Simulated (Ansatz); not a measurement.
## Ansatz (development build ahead of 0.2.0) run

```yaml
crystal:
  periodic: [false, false, false]
  atoms:
    - { symbol: C, position_ang: [-0.27297, 0.91513, -0.85161] }
    - { symbol: C, position_ang: [-0.02061, 0.01666, -0.00354] }
    - { symbol: C, position_ang: [0.28654, -0.91406, 0.86097] }
    - { symbol: H, position_ang: [-1.12089, 0.81579, -1.53324] }
    - { symbol: H, position_ang: [0.34674, 1.79575, -0.93272] }
    - { symbol: H, position_ang: [0.85073, -0.77841, 1.79397] }
    - { symbol: H, position_ang: [-0.02775, -1.95729, 0.63415] }
basis:
  gaussian: { orbitals: def2-SVP }
total_charge: 1
magnetization:
  spin_polarized: true
  initial_magnetization: 1
hamiltonian:
  xc: hf
output:
  forces: true
```

The input is written out in the form of the current development build from the run's settings.

Results

```
Converged                       : yes
Total energy                    : -115.46075 hartree
Spin squared of the determinant : 0.852
Stability test                  : minimum
```

Forces (eV/Å):
```json
{"atom": "C1", "Fx": "-1.281", "Fy": "2.529", "Fz": "-2.901"}
{"atom": "C2", "Fx": "0.792", "Fy": "-1.523", "Fz": "1.977"}
{"atom": "C3", "Fx": "0.266", "Fy": "-2.389", "Fz": "1.152"}
{"atom": "H4", "Fx": "-0.114", "Fy": "0.140", "Fz": "0.246"}
{"atom": "H5", "Fx": "0.413", "Fy": "0.174", "Fz": "-0.164"}
{"atom": "H6", "Fx": "-0.460", "Fy": "0.370", "Fz": "-0.266"}
{"atom": "H7", "Fx": "0.383", "Fy": "0.698", "Fz": "-0.044"}
```

Caution: the unrestricted determinant is spin contaminated.
